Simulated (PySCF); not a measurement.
**Unknown compound**

Molecular formula: C5H6. Simulated spectra:

¹H NMR (600 MHz, computed): δ 5.88 (m, 1H), 5.82 (m, 1H), 5.64 (m, 1H), 2.05 (m, 3H).

¹³C{¹H} NMR (computed): δ 135.1, 126.7, 96.9, 84.0, 5.6.

Theory: PBE0-D3(BJ)/def2-SVP structure, NMR shieldings at PBE0/pcSseg-1/GIAO, J couplings at B3LYP/pcJ-1 (without the spin–dipole term), in PySCF 2.14.0 with density-fitted response routines (no solvent model, non-relativistic Hamiltonian, one computed conformer, rapidly exchanging positions averaged).

Shifts are taken against calculated references (same method and geometry level): ¹H and ¹³C against TMS.

Question: Deduce the structure.

Answer: 
1. Rings plus π bonds: 3 (no ring in the answer).
2. 5 carbon signals for 5 carbons: no two carbons are equivalent.
3. Carbon types of the structure: 2 × C, 1 × CH, 1 × CH2, 1 × CH3, which accounts for all hydrogens.
4. δC 135.1: terminal =CH2 carbon; the olefinic region.
5. δC 126.7: alkene CH; as expected for a trigonal carbon in a double bond.
6. δC 96.9, 84.0: alkyne carbon; sp carbons lie upfield of alkene carbons because the cylindrical π system leaves one tensor component strongly shielded.
7. δC 5.6: propargylic methyl carbon; saturated and bonded to C and H only.
8. δH 5.88: hydrogen on an alkene CH; a vinylic proton, deshielded by the sp2 carbon and the C=C anisotropy.
9. δH 5.82, 5.64: hydrogen on a terminal =CH2 carbon; olefinic region.
10. δH 2.05: hydrogen on a propargylic methyl carbon.

These data were computed for `C(#CC=C)C`.

The shifts were computed for this structure.

Multiplet labels drop couplings under 1 Hz and merge nearly equal ones. Unscaled 3J(H,H) at this level run about 9 % above measured values. Shifts are as computed. Against solution values, carbons near 30 ppm lie about +2 ppm off and those near 130 ppm about +4 ppm. Of 246 compounds with measured shifts, 49 miss one by over three times the rms of a fit or turn the order of signals round; such compounds aren't used in these exercises.
